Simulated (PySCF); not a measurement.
C5H6F (doublet state).
Geometry (GFN2-xTB, Å), atoms numbered from 1 in this order:
```
atom  x, y, z in Å
C1    -1.3991    0.8798   -0.5027
C2    -0.7262   -0.1373    0.4053
F3    -0.9650   -1.4281   -0.1291
C4     0.7338    0.1032    0.5310
C5     1.8393   -0.8257    0.7743
C6     1.8319   -0.1967   -0.3923
H7    -1.2854    1.8733   -0.0794
H8    -2.4568    0.6501   -0.6027
H9    -0.9380    0.8556   -1.4873
H10   -1.1985   -0.1632    1.3960
H11    2.2889   -1.5500    1.4093
H12    2.2765   -0.0616   -1.3484
```

The hyperfine couplings belong to this conformer and change with its torsions.

Identity: `C1([CH]C=1)[C@@H](C)F` [radical].

Method used: PySCF 2.14.0, UKS B3LYP, pcH-1 on C F H, non-relativistic, mean-field spin-orbit, GIAO. Geometry: GFN2-xTB, one conformer, isolated molecule. Couplings are sensitive to structure, and on GFN2-xTB geometries they can be far from those on DFT ones. No stability test was run, so a lower SCF solution isn't excluded.

Q: Where do the isotropic ENDOR lines of F3, H11/H12, H7/H8/H9 and H10 fall at 345.7 mT, to first order?

A: ν± = |νn ± a/2|, one line for each electron-spin manifold; νn = |g_N| × 7.62259 MHz/T × B.

```json
{"nuclei": "F3", "isotope": "19F", "g_N": "5.2577", "νn (MHz)": "13.85", "a_iso (MHz)": "161.52", "lower line (MHz)": "66.91", "upper line (MHz)": "94.61"}
{"nuclei": "H11/H12", "isotope": "1H", "g_N": "5.5857", "νn (MHz)": "14.72", "a_iso (MHz)": "-13.76", "lower line (MHz)": "7.84", "upper line (MHz)": "21.60"}
{"nuclei": "H7/H8/H9", "isotope": "1H", "g_N": "5.5857", "νn (MHz)": "14.72", "a_iso (MHz)": "1.33", "lower line (MHz)": "14.05", "upper line (MHz)": "15.38"}
{"nuclei": "H10", "isotope": "1H", "g_N": "5.5857", "νn (MHz)": "14.72", "a_iso (MHz)": "0.54", "lower line (MHz)": "14.45", "upper line (MHz)": "14.99"}
```

Q: Which pairs are centred on the nuclear Larmor frequency, and which on half the coupling?

A: Centred on νn, since |a| < 2νn: H11/H12, H7/H8/H9 and H10. Centred on |a|/2 and split by 2νn: F3.

Class means assume fast exchange of nuclei equivalent by connectivity; if that motion is slow, each nucleus keeps its own coupling. The three 1H nuclei of mean +1.3 MHz run from -1.5 to 4.4 MHz in the frozen geometry.

On one thread of an AMD EPYC, shared host with 64 logical CPUs at a one-minute load of 56, this took 50 s (with the writing of density and orbital grids) and 0.84 GiB of memory at its peak.

The SMILES draws the unpaired electron on C6; the largest computed Mulliken spin population is on C4 (0.77 against 0.10).
